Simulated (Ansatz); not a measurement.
**[H···H···Cl], doublet along the distance H1-H2**

Starting geometry:

```yaml
atoms:
  - { symbol: H, position_ang: [0.0000, 0.0000, -1.0520] }
  - { symbol: H, position_ang: [0.0000, 0.0000, -0.3070] }
  - { symbol: Cl, position_ang: [0.0000, 0.0000, 1.3590] }
```

From there H2 is moved from one fragment to the other while all else, the fragments' distance too, stays fixed; atoms are numbered as listed. Energies are in kcal/mol, counted from the starting geometry at the same level.

Basis cc-pVDZ; Ansatz 0.2.0. Correlated methods freeze the noble-gas cores. R marks a restricted (for open shells ROHF) determinant, U an unrestricted one.

Full CI is exact within this basis and frozen core; it isn't the basis-set limit. The frozen core follows each run's orbitals, which can shift R against U totals by a few meV.

| distance H1-H2 (Å) | full CI | unpaired electrons (full CI) | error UHF | error RCCSD(T) | error UCCSDT | error RCCSDT(Q) | error RCCSDTQ | error UCCSDTQ |
| --- | --- | --- | --- | --- | --- | --- | --- | --- |
| 0.693 | 2.2 | 1.02 | -1.4 | 0.0 | 0.0 | 0.0 | 0.0 | 0.0 |
| 0.745 | 0.0 | 1.03 | 0.0 | 0.0 | 0.0 | 0.0 | 0.0 | 0.0 |
| 0.790 | -0.4 | 1.03 | 1.2 | 0.0 | 0.0 | 0.0 | 0.0 | 0.0 |
| 0.835 | -0.1 | 1.03 | 2.2 | 0.0 | 0.0 | 0.0 | 0.0 | 0.0 |
| 0.880 | 0.4 | 1.03 | 2.8 | 0.1 | 0.0 | 0.0 | 0.0 | 0.0 |
| 0.926 | 1.0 | 1.03 | 3.1 | 0.1 | 0.1 | 0.0 | 0.0 | 0.0 |
| 0.971 | 1.3 | 1.03 | 2.9 | 0.1 | 0.1 | 0.0 | 0.0 | 0.0 |
| 1.016 | 1.4 | 1.03 | 2.4 | 0.1 | 0.1 | 0.0 | 0.0 | 0.0 |
| 1.061 | 1.6 | 1.03 | 1.6 | 0.1 | 0.1 | 0.0 | 0.0 | 0.0 |

Unpaired electrons are Σ n²(2−n)² over natural occupations. Errors are those of relative energies. In total energy the starting point itself misses full CI by: UHF 108.5, RCCSD(T) 0.3, UCCSDT 0.1, RCCSDT(Q) 0.0, RCCSDTQ 0.0, UCCSDTQ 0.0 kcal/mol.

Spread of the error over the points with a reference, to 1.061 Å (largest less smallest): RCCSDT(Q) 0.0, RCCSDTQ 0.0, UCCSDTQ 0.0, UCCSDT 0.1, RCCSD(T) 0.1, UHF 4.5 kcal/mol.
